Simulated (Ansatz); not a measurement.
The inner images of a band of CH4BF + H2 (9 atoms, charge 0, multiplicity 1) are given out of order.

Level of theory: Ansatz 0.2.0, RKS PBE/def2-SVP.

Image 0:

```xyz
9
Properties=species:S:1:pos:R:3
B 0.124 -0.514 -0.058
F 0.071 -0.327 1.267
C 1.462 -0.313 -0.838
H 1.664 -1.184 -1.498
H 1.337 0.549 -1.533
H 2.342 -0.122 -0.194
H -0.931 -0.828 -0.593
H -0.259 2.990 1.135
H -0.217 2.275 1.415
```

Image 8:

```xyz
9
Properties=species:S:1:pos:R:3
B 0.030 0.462 -0.232
F 0.058 0.022 1.797
C 1.403 -0.038 -0.787
H 1.489 -1.142 -0.831
H 1.435 0.313 -1.846
H 2.297 0.385 -0.287
H -1.022 -0.074 -0.521
H -0.059 1.637 0.166
H -0.037 0.960 1.644
```

Problem. Put them in order from the first end to the last, with their energies above the first end.
A.
```xyz
9
Properties=species:S:1:pos:R:3
B 0.055 0.145 0.102
F 0.107 -0.236 1.501
C 1.396 -0.003 -0.724
H 1.544 -1.107 -0.795
H 1.363 0.363 -1.771
H 2.295 0.412 -0.229
H -1.034 -0.023 -0.435
H -0.085 1.684 0.365
H -0.047 1.291 1.089
```
B.
```xyz
9
Properties=species:S:1:pos:R:3
B 0.085 -0.339 0.072
F 0.144 -0.636 1.378
C 1.407 -0.151 -0.743
H 1.702 -1.166 -1.101
H 1.275 0.470 -1.651
H 2.252 0.231 -0.137
H -1.036 -0.290 -0.414
H -0.137 2.359 0.500
H -0.098 2.046 1.200
```
C.
```xyz
9
Properties=species:S:1:pos:R:3
B 0.096 -0.423 0.036
F 0.129 -0.648 1.356
C 1.420 -0.191 -0.761
H 1.652 -1.134 -1.307
H 1.294 0.581 -1.549
H 2.292 0.056 -0.125
H -1.012 -0.459 -0.481
H -0.148 2.587 0.649
H -0.130 2.158 1.286
```
D.
```xyz
9
Properties=species:S:1:pos:R:3
B 0.035 0.332 -0.043
F 0.084 -0.033 1.612
C 1.398 -0.018 -0.742
H 1.521 -1.121 -0.801
H 1.388 0.349 -1.791
H 2.292 0.404 -0.242
H -1.045 -0.038 -0.456
H -0.063 1.608 0.316
H -0.016 1.041 1.252
```
E.
```xyz
9
Properties=species:S:1:pos:R:3
B 0.069 -0.055 0.125
F 0.122 -0.406 1.439
C 1.400 -0.047 -0.710
H 1.616 -1.135 -0.825
H 1.319 0.365 -1.736
H 2.278 0.396 -0.200
H -1.036 -0.052 -0.398
H -0.108 1.875 0.348
H -0.067 1.584 1.060
```
F.
```xyz
9
Properties=species:S:1:pos:R:3
B 0.077 -0.216 0.103
F 0.135 -0.546 1.404
C 1.402 -0.106 -0.723
H 1.698 -1.159 -0.939
H 1.283 0.398 -1.701
H 2.246 0.347 -0.165
H -1.042 -0.140 -0.383
H -0.127 2.107 0.395
H -0.077 1.841 1.112
```
G.
```xyz
9
Properties=species:S:1:pos:R:3
B 0.107 -0.483 -0.013
F 0.098 -0.519 1.326
C 1.437 -0.243 -0.796
H 1.647 -1.132 -1.432
H 1.308 0.597 -1.513
H 2.317 -0.046 -0.154
H -0.974 -0.662 -0.556
H -0.183 2.811 0.887
H -0.162 2.202 1.355
```

Solution. G (0.00 eV), C (+0.01 eV), B (+0.03 eV), F (+0.09 eV), E (+0.28 eV), A (+0.86 eV), D (+1.51 eV).

Time of the run: 2.8 min on 1 thread of Arm Neoverse V1, on a shared host, peak memory 0.12 GiB.
